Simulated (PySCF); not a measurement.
# Computed spin Hamiltonian

Species: CCl3 (doublet state).
Structure used (GFN2-xTB), in Å, numbered top down from 1:
```
atom  x, y, z in Å
Cl1   -1.0404   -1.3101   -0.0926
C2     0.0024    0.0012    0.2490
Cl3    1.6603   -0.2460   -0.0872
Cl4   -0.6122    1.5597   -0.0920
```

Identity: `Cl[C](Cl)Cl` [radical].

Computed with UKS B3LYP, pcH-1 on C Cl, non-relativistic, mean-field spin-orbit, GIAO in PySCF 2.14.0. Geometry: GFN2-xTB; no solvent, vibrations or thermal averaging. Couplings are sensitive to structure, and on GFN2-xTB geometries they can be far from those on DFT ones.

* g1, g2, g3: 2.00031, 2.01549, 2.01550
* g_iso: 2.01043
* Form of g: axial
* ⟨S²⟩: 0.7534 (exact 0.7500)
* α and β electrons: 29, 28
* Total energy: -1418.64057 Eh

Isotropic coupling and dipolar principal values T1 to T3, in MHz:

| atom | isotope | a_iso | of which spin–orbit | T1 | T2 | T3 | Mulliken spin population |
| --- | --- | --- | --- | --- | --- | --- | --- |
| Cl1 | 35Cl | 17.6 | 0.4 | -27.8 | -19.1 | 46.9 | 0.08 |
| C2 | 13C | 394.8 | 0.9 | -71.6 | -71.6 | 143.1 | 0.75 |
| Cl3 | 35Cl | 17.6 | 0.4 | -27.8 | -19.1 | 46.9 | 0.08 |
| Cl4 | 35Cl | 17.6 | 0.4 | -27.8 | -19.1 | 46.9 | 0.08 |

Largest spin populations (Mulliken): C2 (+0.75), Cl3 (+0.08), Cl4 (+0.08) and Cl1 (+0.08). C2 is the only atom above +0.15. The angles at C2 add up to 348.5°, so it is slightly pyramidal.

Under fast tumbling the dipolar parts average out, and these isotropic splittings remain: 3 × 35Cl (Cl1/Cl3/Cl4, I = 3/2, 10 lines) with 0.63 mT.

Main isotope only: 35Cl (natural samples also hold 24 % 37Cl, magnetic too, which adds its own pattern).

The 13C coupling of C2 (394.8 MHz) shows only in satellite lines or after enrichment, since that isotope makes up about 1.07 % of natural carbon.
